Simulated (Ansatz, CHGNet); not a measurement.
For rock-salt KI, the machine-learned potential CHGNet-r²SCAN (trained on r²SCAN data) gives:

- lattice parameter a: 7.204 Å
- elastic constant C11: 20.4 GPa
- elastic constant C44: 1.29 GPa
- polycrystal shear modulus: 2.54 GPa
- enthalpy of formation: -1.722 eV/atom

Question: What does HSE06 (Ansatz, a first-principles code, plane waves, PAW) give for the same quantities?

Answer: 
- lattice constant a: 7.144 Å (decreases by 0.8 %)
- elastic constant C11: 25.7 GPa (rises by 26 %)
- elastic constant C44: 3.91 GPa (rises by 200 %)
- Voigt–Reuss–Hill shear modulus: 5.99 GPa (rises by 140 %)
- formation enthalpy: -1.633 eV/atom (moves by +0.089 eV/atom)

For comparison: elastic constant C11 27.6 GPa (measured, temperature not stated, no zero-point or thermal correction; as tabulated in Oses et al. (2018), arXiv:1811.08464); elastic constant C44 3.7 GPa (measured, temperature not stated, no zero-point or thermal correction; as tabulated in Oses et al. (2018), arXiv:1811.08464); formation enthalpy -1.699 eV/atom (measured, 298 K, copied from a table, unchecked, no zero-point or thermal correction; as tabulated in Wang et al. (2021), doi:10.1038/s41598-021-94550-5).

Changes are worked out from the printed values.

Unless a cell is named, each level is at its own relaxed cell (CHGNet-r²SCAN 46.74, HSE06 45.57 Å³/atom).

Levels without +SOC leave out spin–orbit coupling, which shifts energies and cells of such heavy elements.

Caveats: exact exchange on metals is sensitive to the k mesh and can open a false gap (HSE06). Ansatz's density-functional and Hartree–Fock values are scalar-relativistic unless marked +SOC, with PAW data made under PBE.
